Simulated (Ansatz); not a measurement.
We consider 1T (CdI2-type) PtSe₂, described by PBE-D4 in Ansatz (plane waves, PAW).

Numerical settings: plane-wave cutoff 520 eV, 12×12×8 k mesh (along the axes of the cell as run), Fermi–Dirac smearing 0.01 eV, scalar-relativistic PAW data made under PBE.

The cell is scaled about its equilibrium volume:

Shape and atoms are relaxed at each volume.

```json
[
 {"V (Å³/atom)": "19.017", "P (GPa)": "3.03", "c (Å)": "4.674", "a (Å)": "3.754"},
 {"V (Å³/atom)": "19.413", "P (GPa)": "1.35", "c (Å)": "4.745", "a (Å)": "3.764"},
 {"V (Å³/atom)": "19.809", "P (GPa)": "0.00", "c (Å)": "4.821", "a (Å)": "3.773"},
 {"V (Å³/atom)": "20.205", "P (GPa)": "-1.06", "c (Å)": "4.901", "a (Å)": "3.779"},
 {"V (Å³/atom)": "20.602", "P (GPa)": "-1.79", "c (Å)": "4.989", "a (Å)": "3.782"}
]
```

Note: the bulk modulus comes from volumes at which shape and atoms were relaxed.

Ansatz is a program for electronic structure.
